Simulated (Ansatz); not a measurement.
Species, as SMILES: [H][H] (H2).
Atoms: H1, H2. Bonds: H1-H2.

How fast the highest harmonic wavenumber converges with the basis for several methods (Ansatz, a program for electronic structure): deviation from each method's own reference, in cm⁻¹. References: B3LYP 4416 cm⁻¹, the value in aug-cc-pV5Z; CCSD(T) 4400 cm⁻¹, the value in aug-cc-pVQZ; HF 4583 cm⁻¹, the value in aug-cc-pV5Z; MP2 4517 cm⁻¹, the value in aug-cc-pV5Z; PBE 4312 cm⁻¹, the value in aug-cc-pV5Z. All functions are spherical. No added dispersion term, no relativity. Each level at its own minimum, unscaled; the references are large sets that could be run, not limits.

```csv
basis,functions,B3LYP,CCSD(T),HF,MP2,PBE
6-31G*,4,37,-33,63,16,39
cc-pVDZ,10,-48,-17,1,-16,-36
def2-SVP,10,-45,-6,7,-4,-35
def2-TZVP,12,6,31,16,26,9
def2-TZVPP,28,3,9,4,9,4
jun-cc-pV(T+d)Z,28,3,9,4,9,4
"6-311++G(3df,3pd)",36,-6,2,-5,0,-4
def2-QZVPP,60,0,1,1,-1,0
```

Mean absolute deviation over def2-TZVP, def2-TZVPP, jun-cc-pV(T+d)Z, 6-311++G(3df,3pd): B3LYP 5, PBE 5, HF 7, MP2 11, CCSD(T) 13 cm⁻¹.
